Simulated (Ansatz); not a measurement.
# triplet SiH3F at 6 levels

Aim: a comparison of 6 runs (UHF/STO-3G, UHF/3-21G, UHF/def2-TZVPP, UBLYP/def2-TZVPP, UPBE/def2-TZVPP, RPA@PBE0/def2-TZVPP) of triplet SiH3F. 

The calculation is run with Ansatz 0.2.0.

52 further runs of the same task are left out: 1 that didn't finish, 51 set aside as unsound or not needed.

**1. The molecule**

The species is SiH3F (5 atoms), meant as a triplet with charge 0. SMILES of the parent species: `F[SiH3]`. Geometry: relaxed at PBE0-D4/def2-TZVP. That shape belongs to the parent species and isn't relaxed for this state.

Bond lengths: F1–Si2 1.600 Å, Si2–H3 1.482 Å, Si2–H4 1.482 Å, Si2–H5 1.482 Å. Angles: F1–Si2–H3 108.3°, F1–Si2–H4 108.3°, F1–Si2–H5 108.3°, H3–Si2–H4 110.6°, H3–Si2–H5 110.6°, H4–Si2–H5 110.6°.

**2. A single-point energy at UHF/STO-3G (run 1)**

The input, job.yaml:

```yaml
crystal:
  periodic: [false, false, false]
  atoms:
    - {symbol: F, position_ang: [-1.274600, 0.162800, 0.858000]}
    - {symbol: Si, position_ang: [0.043300, -0.019300, -0.030700]}
    - {symbol: H, position_ang: [-0.367800, -0.192600, -1.443700]}
    - {symbol: H, position_ang: [0.768600, -1.217900, 0.451600]}
    - {symbol: H, position_ang: [0.880500, 1.193400, 0.123400]}
basis:
  gaussian:
    orbitals: STO-3G
magnetization:
  spin_polarized: true
  initial_magnetization: 2
hamiltonian:
  xc: hf
accuracy: high
output: {orbitals: {seedname: orbitals}}
```

Launch:

```
ansatz run job.yaml --threads 1 --pin off --max-ram 3480MiB --events-out events.jsonl --progress --plain --runs-dir runs
```

The log of the run:

```text
Warning: RAYON_NUM_THREADS=1 ignored (pool sized by the plan → 1); use --threads N
Functional definition: HF
  name "HF"
  exchange = exact_x
  correlation = 0
291 factors; integrals over basis functions are off by at most 3.3e-8 eV
mean field evaluation 1: about -10472.3836 eV, gradient 1.1e1 eV
mean field evaluation 2: about -10472.5058 eV, gradient 1.1e1 eV
mean field evaluation 4: about -10475.1465 eV, gradient 4.9e0 eV
mean field evaluation 8: about -10476.9001 eV, gradient 3.4e-1 eV
mean field evaluation 16: about -10476.8951 eV, gradient 5.3e-2 eV
mean field evaluation 32: about -10476.8952 eV, gradient 1.6e-5 eV
mean field evaluation 64: about -10476.8952 eV, gradient 2.9e-3 eV
mean field evaluation 96: about -10476.8952 eV, gradient 1.3e-2 eV
mean field evaluation 128: about -10476.8953 eV, gradient 3.6e-2 eV
mean field evaluation 160: about -10473.1771 eV, gradient 1.7e0 eV
mean field evaluation 192: about -10476.8952 eV, gradient 6.4e-5 eV
mean field evaluation 224: about -10476.8952 eV, gradient 3.6e-4 eV
mean field evaluation 256: about -10476.8952 eV, gradient 3.2e-3 eV
mean field -10476.89522066 eV, -385.0187978646 hartree, gradient 2.4e-8 eV, S^2 2.001638; 7 other end points of the search recorded, 0 dependent functions left out
reference -10476.89522066 eV, -385.0187978646 hartree; 14, 12 occupied and 3, 5 virtual orbitals, 291 factors
Total energy: -10476.89522066 eV, -385.0187978646 hartree
```

Run time: 0.34 s. Hardware: 1 thread of Intel Xeon 6975P-C (Granite Rapids), shared host.

**3. The energy at UHF/3-21G (run 2)**

The input, run.yaml:

```yaml
basis:
  gaussian: {orbitals: 3-21G.json}
crystal:
  periodic: [false, false, false]
  atoms:
    - {symbol: F, position_ang: [-1.274600, 0.162800, 0.858000]}
    - {symbol: Si, position_ang: [0.043300, -0.019300, -0.030700]}
    - {symbol: H, position_ang: [-0.367800, -0.192600, -1.443700]}
    - {symbol: H, position_ang: [0.768600, -1.217900, 0.451600]}
    - {symbol: H, position_ang: [0.880500, 1.193400, 0.123400]}
magnetization: {spin_polarized: true, initial_magnetization: 2}
hamiltonian: {xc: hf}
accuracy: high
output: {orbitals: {seedname: orbitals}}
```

The basis set 3-21G is read from a file made from the Basis Set Exchange's data (not shown).

Launch:

```
ansatz run run.yaml --threads 1 --pin off --max-ram 3480MiB --events-out events.jsonl --progress --plain --runs-dir runs
```

The log of the run, cut to the lines that bear on the results:

```text
Warning: RAYON_NUM_THREADS=1 ignored (pool sized by the plan → 1); use --threads N
Functional definition: HF
  name "HF"
[...]
572 factors; integrals over basis functions are off by at most 3.7e-9 eV
[...]
mean field -10550.86669294 eV, -387.7371993314 hartree, gradient 6.6e-8 eV, S^2 2.008850; 5 other end points of the search recorded, 0 dependent functions left out
reference -10550.86669294 eV, -387.7371993314 hartree; 14, 12 occupied and 14, 16 virtual orbitals, 572 factors
Total energy: -10550.86669294 eV, -387.7371993314 hartree
```

It took 0.8 s on 1 thread of Intel Xeon 6975P-C (Granite Rapids), shared host.

Runs 3 to 5 aren't shown in full; the table further down has their settings and results.

**4. A single-point energy at RPA@PBE0/def2-TZVPP (run 6)**

Changes to job.yaml since step 2:

```diff
@@ -1 +1,4 @@
+basis:
+  gaussian:
+    orbitals: def2-TZVPP
 crystal:
@@ -8,5 +11,2 @@
     - {symbol: H, position_ang: [0.880500, 1.193400, 0.123400]}
-basis:
-  gaussian:
-    orbitals: STO-3G
 magnetization:
@@ -15,4 +15,6 @@
 hamiltonian:
-  xc: hf
+  xc: pbe0
+correlation:
+  method: rpa
+  frozen_orbitals: {F: 1, H: 0, Si: 5}
 accuracy: high
-output: {orbitals: {seedname: orbitals}}
```

Launch:

```
ansatz run job.yaml --threads 1 --pin off --max-ram 3480MiB --events-out events.jsonl --progress --plain --runs-dir runs
```

The log of the run, cut to the lines that bear on the results:

```text
Warning: RAYON_NUM_THREADS=1 ignored (pool sized by the plan → 1); use --threads N
Functional definition: PBE0
  name "PBE0"
[...]
1908 factors; integrals over basis functions are off by at most 3.3e-9 eV
[...]
mean field -10632.69855176 eV, -390.7444646753 hartree, gradient 9.3e-8 eV, S^2 2.005479; 5 other end points of the search recorded, 0 dependent functions left out
6 core orbitals not correlated: weight in the atoms' cores, before any rotation towards them, 1.000 or more for the frozen orbitals, at most 0.000 for the correlated occupied ones
reference -10609.82627028 eV, -389.9039238344 hartree; 8, 6 occupied and 101, 103 virtual orbitals, 1908 factors
Total energy: -10626.43265906 eV, -390.5141973657 hartree
```

Run time: 25 s. Hardware: 1 thread of Intel Xeon 6975P-C (Granite Rapids), shared host; peak memory 0.47 GiB.

**5. Overview of the runs**

```
run                level  frozen core orbitals  energy (Eh)  HOMO energy (eV)   ⟨S²⟩  wall time
  1           UHF/STO-3G                     –  -385.018798              0.95  2.002     0.34 s
  2            UHF/3-21G                     –  -387.737199             -3.97  2.009      0.8 s
  3       UHF/def2-TZVPP                     –  -389.933928             -4.71  2.009       14 s
  4     UBLYP/def2-TZVPP                     –  -390.964093             -1.80  2.003       21 s
  5      UPBE/def2-TZVPP                     –  -390.728030             -2.04  2.003       19 s
  6  RPA@PBE0/def2-TZVPP                     6  -390.514197                 –  2.005       25 s
```

**6. Results**

```
                                quantity          value
                     run 6: total energy  -390.51420 Eh
 run 6: RPA correlation energy (valence)     -610.3 mEh
run 6: ⟨S²⟩ of the reference determinant          2.005
```

**Reading.** Totals of different functionals can't be ranked against each other. In run 1 the basis is minimal, so the values are rough. All runs together took 80 s, the longest 25 s.
